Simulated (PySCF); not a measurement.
Species: SiCl2 (singlet state).
SMILES with atom numbers: `[Cl:1][Si:2][Cl:3]`

The same species was optimised twice, with GFN2-xTB and with PBE0-D3(BJ)/def2-SVP (PySCF), and the same property calculations (PySCF, gas phase) were run on both structures.

```json
{"coordinate": "Cl1–Si2 (Å)", "GFN2-xTB": "2.052", "PBE0-D3(BJ)/def2-SVP": "2.091", "change": "+0.039"}
{"coordinate": "Si2–Cl3 (Å)", "GFN2-xTB": "2.052", "PBE0-D3(BJ)/def2-SVP": "2.090", "change": "+0.038"}
{"coordinate": "Cl1–Si2–Cl3 (°)", "GFN2-xTB": "101.1", "PBE0-D3(BJ)/def2-SVP": "101.0", "change": "-0.1"}
```

Rotational constants: A = 14860, B = 2878, C = 2411 MHz (GFN2-xTB) against A = 14303, B = 2778, C = 2326 MHz (PBE0-D3(BJ)/def2-SVP). Point groups within 0.08 Å: C2v and C2v.

On the GFN2-xTB structure: HOMO (eV) -7.81 [PBE0/pcSseg-1]; LUMO (eV) -2.97 [PBE0/pcSseg-1]; dipole (D) 0.99 [PBE0/pcSseg-1]; GIAO shielding of Cl1/Cl3 (mean) (ppm) 412.9 [PBE0/pcSseg-1]; GIAO shielding of Si2 (ppm) 57.6 [PBE0/pcSseg-1].

Task: What do these properties become on the PBE0-D3(BJ)/def2-SVP structure?

Result: 
```tsv
property	level	on GFN2-xTB	on PBE0-D3(BJ)/def2-SVP	change
HOMO (eV)	PBE0/pcSseg-1	-7.81	-7.95	-0.14
LUMO (eV)	PBE0/pcSseg-1	-2.97	-3.11	-0.14
dipole (D)	PBE0/pcSseg-1	0.99	1.27	+0.28
energy, GFN2-xTB geometry as zero (kcal/mol)	PBE0/pcSseg-1	0.0	-0.6	-0.6
GIAO shielding of Cl1/Cl3 (mean) (ppm)	PBE0/pcSseg-1	412.9	394.6	-18.3
GIAO shielding of Si2 (ppm)	PBE0/pcSseg-1	57.6	57.1	-0.5
```

The heavy atoms differ by 0.026 Å rms after alignment. Among all bonds Cl1–Si2 and Si2–Cl3 change most and about equally (+0.038 to +0.039 Å). Changes are differences of the printed values. Neither structure is proved a minimum here.
